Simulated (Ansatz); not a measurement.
System: zinc-blende HgS (metastable phase). Method: PBEsol (Ansatz, a program for electronic structure, plane waves, PAW).

Numerical settings: plane-wave cutoff 520 eV, 20×20×20 k mesh, Fermi–Dirac smearing 0.05 eV, scalar-relativistic PAW data made under PBE.

Cell (relaxed at this level):

Space group F-43m (No. 216); a = b = c = 5.8757 Å, α = β = γ = 90.00°

```
atom  site  symmetry       x       y       z
----  ----  --------  ------  ------  ------
Hg      4a      -43m  0.0000  0.0000  0.0000
S       4c      -43m  0.2500  0.2500  0.2500
```
(The calculation used a cell of 2 atoms; values per cell refer to that cell.)

### Question
Give the computed elastic constant C11, Voigt–Reuss–Hill bulk modulus, elastic constant C12, Voigt–Reuss–Hill shear modulus (Hill average) and elastic constant C44.

### Answer

elastic constant C11: 71.3 GPa
Voigt–Reuss–Hill bulk modulus: 60.3 GPa
elastic constant C12: 54.8 GPa
Voigt–Reuss–Hill shear modulus (Hill average): 15.9 GPa
elastic constant C44: 24.5 GPa

Measured, for comparison: elastic constant C11 67.5 GPa, elastic constant C12 51.9 GPa, elastic constant C44 24.2 GPa (room temperature, not corrected to a static lattice, iron-doped crystal; as tabulated in Elastic Constants of beta-HgS, Acta Phys. Pol. A 94). Computed (rounded) less measured: elastic constant C11 +6 %, elastic constant C12 +6 %, elastic constant C44 +1 %. A static lattice is as a rule a little smaller and stiffer than an uncorrected measurement, which narrows the difference in the elastic constant C11, elastic constant C12, elastic constant C44 and would widen misses of the other sign.

Note: the solid has no gap at this level, which affects its response.

Elastic constants are with the ions relaxed.

Spin–orbit coupling is not included; it can shift volumes and moduli of such heavy elements.

The computed numbers hold no vibrational or temperature effects.

The result took around 23 core-minutes (rough).
